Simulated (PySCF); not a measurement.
Species: C4H9Cl.
SMILES: `CC(C)(C)Cl`

The closed-shell ground state was solved at several levels (PySCF, density fitting, gas phase, non-relativistic). Geometry: PBE0-D3(BJ)/def2-SVP; no solvent, vibrations or thermal averaging.

| level | basis functions | total energy (Eh) | HOMO (eV) | LUMO (eV) | gap (eV) | dipole (D) |
| --- | --- | --- | --- | --- | --- | --- |
| PBE0/aug-cc-pVDZ | 200 | -617.7347 | -8.25 | -0.16 | 8.09 | 2.31 |
| PBE0/6-31+G* | 112 | -617.6941 | -8.25 | 0.32 | 8.57 | 2.39 |
| PBE0/def2-TZVP | 215 | -617.7796 | -8.21 | 0.75 | 8.96 | 2.20 |
| PBE0/def2-SVPD | 179 | -617.4707 | -8.29 | 0.49 | 8.78 | 2.35 |
| B3LYP/def2-SVPD | 179 | -617.8345 | -8.03 | 0.21 | 8.24 | 2.32 |
| PBE0/pcSseg-0 | 67 | -616.8367 | -8.15 | 1.00 | 9.15 | 2.50 |
| PBE0/6-31G* | 92 | -617.6891 | -8.10 | 0.99 | 9.09 | 2.34 |
| PBE0/pcSseg-2 | 313 | -617.7913 | -8.25 | 0.46 | 8.71 | 2.29 |
| BHandHLYP/def2-SVPD | 179 | -617.7083 | -9.56 | 1.00 | 10.56 | 2.40 |
| PBE0/pcSseg-1 | 137 | -617.6710 | -8.24 | 0.76 | 9.00 | 2.32 |

(1) What might mPW1PW91/pcSseg-1 (137 basis functions) give for the same quantities?

(2) Over all these levels, which gives the widest orbital gap and which the narrowest?

(3) How much does the basis alone move the frontier levels among the 8 PBE0 rows?

(4) In the def2-SVPD basis, how does the gap go with the fixed share of exact exchange?

(5) How far do the dipole and the HOMO energy spread over the levels?

Results:

(1) Total energy -618.0071 Eh, HOMO -8.27 eV, LUMO 0.75 eV, gap 9.02 eV, dipole 2.34 D.

(2) BHandHLYP/def2-SVPD (global hybrid, 50 % exact exchange) has the widest, 10.56 eV, and PBE0/aug-cc-pVDZ (global hybrid, 25 % exact exchange) the narrowest, 8.09 eV. Functional and basis both differ between the two, so the spread mixes both effects.

(3) The HOMO by 0.19 eV and the LUMO by 1.16 eV. By rising basis size (HOMO, LUMO in eV): pcSseg-0 -8.15, 1.00; 6-31G* -8.10, 0.99; 6-31+G* -8.25, 0.32; pcSseg-1 -8.24, 0.76; def2-SVPD -8.29, 0.49; aug-cc-pVDZ -8.25, -0.16; def2-TZVP -8.21, 0.75; pcSseg-2 -8.25, 0.46.

(4) B3LYP (20 %) 8.24 eV; PBE0 (25 %) 8.78 eV; BHandHLYP (50 %) 10.56 eV. Each rise in the share widens the gap here.

(5) The dipole runs from 2.20 to 2.50 D (mean 2.34 D) and the HOMO from -9.56 to -8.03 eV.
